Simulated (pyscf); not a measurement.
## Addition across a multiple bond or ene-type step: `[OH][GaH2]` + `[CH2]=[CH2]` → `[CH3][CH2][O][GaH2]`

Gas phase, singlet surface, charge 0. Bonds broken: O1–H3. Bonds formed: O1–C6, H3–C7. PySCF, gas phase, ωB97X-D3(BJ)/def2-SVP geometries.

Transition state (Å):

```xyz
11

O     -1.3189    -0.1484     0.1335
Ga    -2.6914    -1.2455    -0.2507
H     -0.4482     0.1566     0.8902
H     -3.4271    -0.9660    -1.5997
H     -3.0076    -2.3590     0.7947
C     -0.3603     1.2626    -0.4572
C      0.4998     1.2746     0.6753
H     -1.1679     1.9964    -0.5508
H     -0.0163     0.8540    -1.4133
H      1.5267     0.9158     0.5447
H      0.3630     2.0699     1.4164
```

One imaginary mode, 1816i cm⁻¹; descent along it reached the two sides named.

```csv
bond,change,reactant side (Å),saddle,product side
O1–H3,breaks,0.966,1.193,2.385
O1–C6,forms,3.4,1.805,1.413
H3–C7,forms,2.492,1.481,1.100
```

Electronic energies relative to the separated reactants (kcal/mol):

| level | barrier | reaction energy | reverse barrier |
|---|---|---|---|
| ωB97X-D3(BJ)/def2-TZVP | 52.0 | -17.8 | 69.8 |
| PBE/def2-TZVP | 42.7 | -14.9 | 57.6 |
| r²SCAN/def2-TZVP | 45.9 | -16.5 | 62.5 |
| B3LYP-D3(BJ)/def2-TZVP | 49.9 | -14.2 | 64.1 |
| PBE0-D3(BJ)/def2-TZVP | 46.9 | -18.6 | 65.5 |
| M06-2X/def2-TZVP | 51.9 | -16.8 | 68.7 |
| ωB97M-D3(BJ)/def2-TZVP | 51.7 | -14.4 | 66.2 |
| HF/def2-TZVP | 73.2 | -10.2 | 83.4 |

With ωB97M-D3(BJ)/def2-TZVP energies and thermal terms (ideal gas, 1 atm, RRHO with modes under 100 cm⁻¹ raised to 100, one conformer, R ln 2 for chiral ones without a mode under 150 cm⁻¹), in kcal/mol:

```json
[
 {"T (K)": "298", "ΔH‡": "49.5", "ΔG‡": "60.1", "ΔH": "-11.4", "ΔG": "-0.6"},
 {"T (K)": "600", "ΔH‡": "49.9", "ΔG‡": "70.6", "ΔH": "-11.4", "ΔG": "+10.4"},
 {"T (K)": "900", "ΔH‡": "50.7", "ΔG‡": "80.7", "ΔH": "-10.8", "ΔG": "+21.1"},
 {"T (K)": "1200", "ΔH‡": "51.6", "ΔG‡": "90.6", "ΔH": "-9.9", "ΔG": "+31.7"}
]
```

One saddle was located; it need not be the lowest between these sides. Elements up to Kr have no core potential and no relativistic terms here.
